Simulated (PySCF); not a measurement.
**How good is the calculation?**

Cartesian coordinates in Å; atom numbers follow the order of the lines, from 1:
```xyz
8

C     0.7616    0.0787    0.0553
C    -0.7288   -0.1283   -0.0188
F    -1.3143    0.8759   -0.7520
H     1.2335   -0.7219    0.6446
H     1.2052    0.0747   -0.9514
H     0.9964    1.0427    0.5304
H    -1.1806   -0.1280    0.9887
H    -0.9727   -1.0930   -0.4975
```

Published values to compare with: δ 19F F3 -211.5 ppm (measured; G. Saielli, R. Bini, A. Bagno, Computational 19F NMR. 2. Organic compounds, RSC Adv. 2014, ESI (exp. from Berger-Braun-Kalinowski 1994 and Everett 1995)).
δ 13C C2 80.1; C1 15.8; δ 1H H7/H8 4.55; H4/H5/H6 1.35 ppm (measured; solution, not stated per compound (mostly CDCl3 or CCl4); Pretsch, Buehlmann, Badertscher, Structure Determination of Organic Compounds, 4th ed. (2009)).
σ 19F F3 425.6 ppm (CCSD(T)/13s9p4d3f; gas (isolated, no vibration); M. E. Harding, PhD thesis, Mainz 2008 (Harding, Lenhart, Auer, Gauss, JCP 2008, 128, 244111)).
δ 19F F3 -214.5 ppm (CCSD(T)/cc-pVQZ; gas (isolated, no vibration); M. Maurer, PhD thesis, LMU Munich (Maurer, Ochsenfeld, JCTC 2015 SI; set of Flaig et al., JCTC 2014, 10, 572)). Coupling constants: 1J(C2,F3) 160.6 Hz, 2J(C1,F3) 20.7 Hz, 2J(F3,H7) 47.1 Hz, 3J(F3,H4) 26.4 Hz, 3J(H7,H4) 7.0 Hz.

No relativistic terms, one conformer, one averaged value for each set of equivalent atoms, gas phase. PBE0-D3(BJ)/def2-SVP structure; B3LYP/pcJ-1 coupling constants; shieldings: GIAO KT3/pcSseg-2; PySCF.

(1) Set the calculated values beside the experiment.

(2) How far are the unscaled 19F shifts from the references?

(3) How far are the unscaled 13C shifts from the references?

(4) How far are the unscaled 1H shifts from the references?

Results:

(1) 
Reference values: measured (G. Saielli, R. Bini, A. Bagno, Computational 19F NMR. 2. Organic compounds, RSC Adv. 2014, ESI (exp. from Berger-Braun-Kalinowski 1994 and Everett 1995)).
```tsv
atoms	quantity	reference	computed	computed, scaled
F3	δ 19F vs CFCl3	-211.5	-244.3	-209.8
```

Reference values: measured (solution, not stated per compound (mostly CDCl3 or CCl4); Pretsch, Buehlmann, Badertscher, Structure Determination of Organic Compounds, 4th ed. (2009)).
```json
{"atoms": "C2", "quantity": "δ 13C", "reference": "80.1", "computed": "83.3"}
{"atoms": "C1", "quantity": "δ 13C", "reference": "15.8", "computed": "19.1"}
{"atoms": "H7/H8", "quantity": "δ 1H", "reference": "4.55", "computed": "4.50"}
{"atoms": "H4/H5/H6", "quantity": "δ 1H", "reference": "1.35", "computed": "1.25"}
```

Reference values: CCSD(T)/13s9p4d3f (gas (isolated, no vibration); M. E. Harding, PhD thesis, Mainz 2008 (Harding, Lenhart, Auer, Gauss, JCP 2008, 128, 244111)).
| atoms | quantity | reference | computed |
| --- | --- | --- | --- |
| F3 | σ 19F | 425.6 | 391.2 |

Reference values: CCSD(T)/cc-pVQZ (gas (isolated, no vibration); M. Maurer, PhD thesis, LMU Munich (Maurer, Ochsenfeld, JCTC 2015 SI; set of Flaig et al., JCTC 2014, 10, 572)).
| atoms | quantity | reference | computed | computed, scaled |
| --- | --- | --- | --- | --- |
| F3 | δ 19F vs CFCl3 (same level) | -214.5 | -244.3 | -209.8 |

Absolute shieldings are compared as such; zero-point and thermal motion, absent here, lowers them by some tenths of a ppm for H, a few ppm for C and up to about 10 ppm for F.

Computed shifts are σ(ref) − σ with the named reference compound (TMS for H and C) calculated as an isolated molecule at the same level. The measured values may be among those fitted. Shieldings were converted by a linear fit to measured shifts: 19F (scatter 8.9 ppm rms vs CFCl3, solution or neat liquid). Occasional misses reach two or three times the rms, and more in compound classes unlike the fitted ones.

Coupling constants in Hz (some tables give magnitudes without signs):
```tsv
coupling	reference	computed	source
1J(C2,F3)	160.6	-234.8	measured; solution; Gryff-Keller and Szczecinski, RSC Adv. 2016, 6, 82783
2J(C1,F3)	20.7	21.2	measured; solution; Gryff-Keller and Szczecinski, RSC Adv. 2016, 6, 82783
2J(F3,H7)	47.1	54.0	measured; solution; Gryff-Keller and Szczecinski, RSC Adv. 2016, 6, 82783
3J(F3,H4)	26.4	24.8	measured; solution; Gryff-Keller and Szczecinski, RSC Adv. 2016, 6, 82783
3J(H7,H4)	7.0	7.9	measured; Provasi, Aucar, Sauer, J. Chem. Phys. 2000, 112 (locally dense basis sets, vicinal couplings in H3C-CH2X)
```

(2) Mean signed difference -31.30 ppm, mean absolute 31.30 ppm over 2 comparisons; the largest is -32.8 ppm at F3 (fluorine on an sp3 carbon).

(3) Mean signed difference +3.25 ppm, mean absolute 3.25 ppm over 2 comparisons; the largest is +3.3 ppm at C1 (methyl carbon).

(4) Mean signed difference -0.07 ppm, mean absolute 0.07 ppm over 2 comparisons; the largest is -0.10 ppm at H4/H5/H6 (hydrogen on a methyl carbon).

12 of the 20 published NMR values on file for this molecule are compared. The rest: values from further sources, other calculations.

Common functionals overestimate the size of one-bond C–F couplings by tens of Hz; these are unscaled. Unscaled 3J(H,H) at this level run about 10 % above measured values.
